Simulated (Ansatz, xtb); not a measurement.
A geometry optimisation of BH3N+ with r2SCAN-D4/def2-SVP

The starting geometry of this gas-phase singlet has its atoms placed at random.

```yaml
atoms:
  - { symbol: B, position_ang: [0.4055, 0.0673, -0.8597] }
  - { symbol: N, position_ang: [-1.2962, -1.1729, -0.9067] }
  - { symbol: H, position_ang: [0.4258, -0.7893, 0.0917] }
  - { symbol: H, position_ang: [1.5147, -0.2386, -0.9969] }
  - { symbol: H, position_ang: [-0.9363, -0.2285, -1.2929] }
```

Task: Guess where an optimisation with r2SCAN-D4/def2-SVP ends from this start.

Result: It ends as `B=[NH2+]`. Distances that change by over a tenth: B1–H5 (1.44 → 2.07 Å). Contacts that open: B1–H3 (1.28 → 2.07 Å). Contacts that close: B1–N2 (2.11 → 1.32 Å), N2–H3 (2.03 → 1.03 Å).

The energy falls by 10.94 eV over 13 steps:

| step | E − E(last) (eV) |
| --- | --- |
| 1 | 10.943 |
| 2 | 8.370 |
| 4 | 3.634 |
| 5 | 2.175 |
| 6 | 1.208 |
| 8 | 0.405 |
| 9 | 0.066 |
| 10 | 0.001 |
| 12 | 0.000 |
| 13 | 0.000 |

Final geometry (Å):

```yaml
atoms:
  - { symbol: B, position_ang: [0.7408, -0.3325, -1.0648] }
  - { symbol: N, position_ang: [-0.4716, -0.5686, -0.6059] }
  - { symbol: H, position_ang: [-0.6577, -1.0761, 0.2688] }
  - { symbol: H, position_ang: [1.8308, -0.1204, -1.4770] }
  - { symbol: H, position_ang: [-1.3287, -0.2645, -1.0857] }
```

From the same start GFN2-xTB reaches the same bonding as this run.

From so rough a start the end depends on the optimiser's path, so another program may land elsewhere. No frequencies were run, so the end isn't proven a minimum. Run with Ansatz 0.2.0, 11 s on 1 thread of Arm Neoverse V1, on a shared host.
